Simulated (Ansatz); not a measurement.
BH2O, SMILES `B[O]` radical. The species carries charge 0 and has multiplicity 2.

```csv
atom,x (Å),y (Å),z (Å)
B1,0.007,-0.014,-0.010
O2,-0.485,0.946,0.680
H3,-0.544,-1.092,-0.023
H4,1.023,0.160,-0.647
```

Question: List the harmonic frequencies (cm⁻¹, unscaled) at PBE0-D4/def2-TZVP in Ansatz. (Estimate.)

Answer: Computed: 554, 908, 987, 1413, 2446, 2501.

Question: Is this a minimum?

Answer: Yes, all 6 modes are real.

Question: Give the ideal-gas thermochemistry at 298.15 K and 1 bar (rigid rotor, harmonic oscillator; point group C2v, symmetry number 2).

Answer: Zero-point energy 52.7 kJ/mol; H(298) − E = 63.4 kJ/mol; entropy 228.5 J/(mol·K), of which translation 150.8, rotation 68.7, vibration 3.3, electronic 5.8; G(298) − E = -4.8 kJ/mol.

Question: And at 400, 500, 600, 800 and 1000 K?

Answer: 
```
T (K)  H − E (kJ/mol)  S (J/mol/K)  G − E (kJ/mol)
  400            67.9        241.7           -28.7
  500            72.9        252.8           -53.5
  600            78.4        262.8           -79.3
  800            90.4        280.0          -133.6
 1000           103.5        294.5          -191.1
```

Question: Rotational constants (cm⁻¹)?

Answer: 7.581, 1.196, 1.033.
